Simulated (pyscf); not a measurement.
Elementary routes open to H₃C–GeH₃ + HCl in the gas phase (singlet surface):
A. H₃C–GeH₂–Cl + H₂ (Ge–H, Cl–H broken; Cl–Ge, H–H formed)
B. CH₄ + Cl–GeH₃ (C–Ge, Cl–H broken; C–H, Cl–Ge formed)

Single points on ωB97X-D3(BJ)/def2-SVP structures (PySCF, gas phase).

Q: Rank the routes by free-energy barrier at 1200 K, lowest first, for ωB97M-D3(BJ)/def2-TZVP energies (ideal gas, 1 atm, RRHO with modes under 100 cm⁻¹ raised to 100, one conformer, R ln 2 for chiral ones without a mode under 150 cm⁻¹).

A: A (303.2 kJ/mol), B (327.2 kJ/mol)

Route A is the fastest of these, ahead of the next by 24.1 kJ/mol. The most stable products are those of B (ΔG = -71.7 kJ/mol), whose barrier is 24.1 kJ/mol higher: the kinetic and the thermodynamic product differ. At 298 K A is still the fastest. Only these routes are compared; each barrier is that of the saddle found, and lower ones may exist. Elements up to Kr have no core potential and no relativistic terms here.
